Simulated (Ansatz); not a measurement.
Input file:

```yaml
crystal:
  periodic: [false, false, false]
  atoms:
    - {symbol: As, position_ang: [0.000000, 0.000000, 0.000000]}
    - {symbol: Be, position_ang: [0.000000, 0.000000, 2.173100]}
basis:
  gaussian: {orbitals: cc-pVDZ}
magnetization: {spin_polarized: true, initial_magnetization: 1}
correlation: {method: bccd, electrons: valence}
```

```sh
$ ansatz run in.yaml --threads 1 --pin off --events-out ev --progress --plain --max-ram 2393MiB
```

Log:

```
459 factors; integrals over basis functions are off by at most 7.6e-4 eV
mean field evaluation 1: about -61189.7711 eV, gradient 7.1e0 eV
mean field evaluation 2: about -61189.7870 eV, gradient 7.1e0 eV
mean field evaluation 4: about -61190.4442 eV, gradient 9.9e-1 eV
mean field evaluation 8: about -61190.5118 eV, gradient 5.4e-1 eV
mean field evaluation 16: about -61191.9785 eV, gradient 4.0e-1 eV
mean field evaluation 32: about -61190.4644 eV, gradient 2.5e-1 eV
mean field evaluation 64: about -61190.5687 eV, gradient 7.7e-1 eV
mean field evaluation 96: about -61191.5964 eV, gradient 2.3e-6 eV
mean field evaluation 128: about -61190.4172 eV, gradient 6.0e-1 eV
mean field evaluation 160: about -61191.5900 eV, gradient 6.0e-1 eV
...
mean field -61191.98233345 eV, -2248.7638733388 hartree, gradient 1.4e-6 eV, S^2 1.765589; 21 other end points of the search recorded, 0 dependent functions left out
determinant -61191.98233345 eV, -2248.7638733388 hartree, with singles and doubles -61195.20239616 eV, -2248.8822084610 hartree
determinant -61191.59638224 eV, -2248.7496898935 hartree, with singles and doubles -61194.90649609 eV, -2248.8713343339 hartree
determinant -61190.86471152 eV, -2248.7228014904 hartree, with singles and doubles -61194.77522199 eV, -2248.8665100996 hartree
determinant -61190.63880013 eV, -2248.7144994001 hartree, with singles and doubles -61194.41842661 eV, -2248.8533981112 hartree
determinant -61190.59849098 eV, -2248.7130180663 hartree, with singles and doubles -61194.68819965 eV, -2248.8633120877 hartree
determinant -61190.46684240 eV, -2248.7081800701 hartree, with singles and doubles -61194.79464549 eV, -2248.8672239002 hartree
determinant -61190.32652144 eV, -2248.7030233699 hartree, with singles and doubles -61194.06669723 eV, -2248.8404722950 hartree
determinant -61189.72774158 eV, -2248.6810186158 hartree, with singles and doubles -61193.01863139 eV, -2248.8019565858 hartree
determinant -61188.92083154 eV, -2248.6513652187 hartree, with singles and doubles -61192.24561695 eV, -2248.7735488290 hartree
determinant -61191.98233345 eV, -2248.7638733388 hartree, with singles and doubles -61195.20726485 eV, -2248.8823873821 hartree
determinant -61191.59638224 eV, -2248.7496898935 hartree, with singles and doubles -61194.93123431 eV, -2248.8722434466 hartree
determinant -61190.86471152 eV, -2248.7228014904 hartree, with singles and doubles -61194.80600424 eV, -2248.8676413266 hartree
determinant -61190.59849098 eV, -2248.7130180663 hartree, with singles and doubles -61194.75010403 eV, -2248.8655870317 hartree
determinant -61190.46684240 eV, -2248.7081800701 hartree, with singles and doubles -61194.80520899 eV, -2248.8676121015 hartree
9 core orbitals not correlated: weight in the atoms' cores, before any rotation towards them, 1.000 or more for the frozen orbitals, at most 0.000 for the correlated occupied ones
reference -61191.98233345 eV, -2248.7638733388 hartree; 10, 9 occupied and 22, 23 virtual orbitals, 459 factors
second order -2.66020781 eV of doubles, -0.00000000 eV of singles
cycle   1  -3.22062687 eV  change    4.3e-3 eV  update   5.3e-3
cycle   2  -3.21905602 eV  change    1.6e-3 eV  update   1.0e-3
cycle   3  -3.21892179 eV  change    1.3e-4 eV  update   5.5e-4
cycle   4  -3.21888506 eV  change    3.7e-5 eV  update   2.4e-4
cycle   5  -3.21899879 eV  change   -1.1e-4 eV  update   1.5e-4
cycle   6  -3.21904625 eV  change   -4.7e-5 eV  update   1.1e-4
cycle   7  -3.21910516 eV  change   -5.9e-5 eV  update   8.6e-5
cycle   8  -3.21917347 eV  change   -6.8e-5 eV  update   6.4e-5
cycle   9  -3.21919612 eV  change   -2.3e-5 eV  update   3.7e-5
cycle  10  -3.21920415 eV  change   -8.0e-6 eV  update   1.7e-5
WARN: the results are in doubt because among natural orbitals full CI differs from the method by +0.099 eV
Total energy: -61195.20153759 eV, -2248.8821769091 hartree
In doubt: among natural orbitals full CI differs from the method by +0.099 eV
```

Ran on 1 thread of Arm Neoverse V1, shared host: 16 s wall, 0.12 GiB peak host memory.
